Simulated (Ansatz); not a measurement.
Molecule: N-dimethylboranylmethanamine, C₃H₁₀BN, net charge 0, singlet state. SMILES: B(C)(NC)C
Geometry from a B3LYP-D3(BJ)/def2-TZVP (Ansatz, a first-principles code) optimisation:
```xyz
15

C      1.6089    -1.1548     0.5939
N      0.9805    -0.0611    -0.1237
B     -0.3732     0.2964    -0.1719
C     -0.7904     1.5639    -1.0203
C     -1.4710    -0.5258     0.6212
H      2.3315    -0.7888     1.3293
H      2.1331    -1.8334    -0.0854
H      0.8543    -1.7287     1.1266
H      1.6365     0.5092    -0.6359
H     -1.3487     2.2761    -0.4037
H      0.0481     2.1013    -1.4718
H     -1.4723     1.2752    -1.8273
H     -1.3024    -1.6054     0.6248
H     -2.4740    -0.3484     0.2282
H     -1.4885    -0.2108     1.6713
```
Charge 0, spin multiplicity 1.

MP2/6-31G* beside other levels, property by property. Terms: 6-31G* and kin with 6d, 5d where marked; non-relativistic; 6-311+G** with 5d; no dispersion term unless named; atomisation electronic, to ground-state atoms; valence correlation only; spin-orbit terms left out; UHF or UKS for open shells. Basis-set limits of correlation are two-point, X^-3; Hartree-Fock from the larger set. Ab initio and DFT rows: single points at B3LYP-D3(BJ) geometries (Ansatz), with unscaled harmonic terms from B3LYP/6-31G* (Ansatz) at its own minima, enthalpies of formation by atomisation with measured atoms.

Coupled cluster (Ansatz) is a level with limits of its own, used here on species with T1 under 0.025 (0.045 for open shells) and stable references: CCSD(T)/CBS(cc-pVTZ,cc-pVQZ).

```csv
property,MP2/6-31G* (Ansatz),B3LYP/6-31G* (Ansatz),B3LYP/6-311+G** (Ansatz),B3LYP-D3(BJ)/def2-TZVPD (Ansatz + dftd3),to compare with
"C-H bond dissociation enthalpy at 298 K, to [CH2]NB(C)C + H atom (kcal/mol)",85.8,90.8,89.0,89.2,92.8 coupled cluster
"proton affinity at N (heteroatom site), enthalpy at 298 K, to C[NH2+]B(C)C (kcal/mol)",206.8,207.9,205.1,206.1,204.9 coupled cluster
"B-C bond dissociation enthalpy at 298 K, to C[B]NC + [CH3] (CH3) (kcal/mol)",102.3,98.8,95.0,97.9,102.4 coupled cluster
enthalpy of formation at 298 K (kcal/mol),67.2,-41.9,-36.0,-51.8,-41.9 coupled cluster
atomisation energy (kcal/mol),1285.0,1394.1,1388.2,1404.0,1394.2 coupled cluster
```

As the rows show:
- C-H bond dissociation enthalpy at 298 K, to [CH2]NB(C)C + H atom: MP2/6-31G* lies 7.0 kcal/mol below coupled cluster.
- proton affinity at N (heteroatom site), enthalpy at 298 K, to C[NH2+]B(C)C: MP2/6-31G* lies 1.9 kcal/mol above coupled cluster.
- B-C bond dissociation enthalpy at 298 K, to C[B]NC + [CH3] (CH3): MP2/6-31G* lies 0.1 kcal/mol below coupled cluster.
- enthalpy of formation at 298 K: MP2/6-31G* lies 109.1 kcal/mol above coupled cluster.
- atomisation energy: MP2/6-31G* lies 109.2 kcal/mol below coupled cluster.

The properties are those with a value to compare with, at most eight drawn at random. No case is left out for the size of its miss. Left out are saddle points of the reference geometry, anions that the best level run finds unbound, excited spin states, species near biochemistry, 298 K rows of species without real B3LYP wavenumbers, cases with under five habitual levels, runs that failed or that the program found above a lower state of the same kind, table entries that another table contradicts, and a share of species set aside by lot.
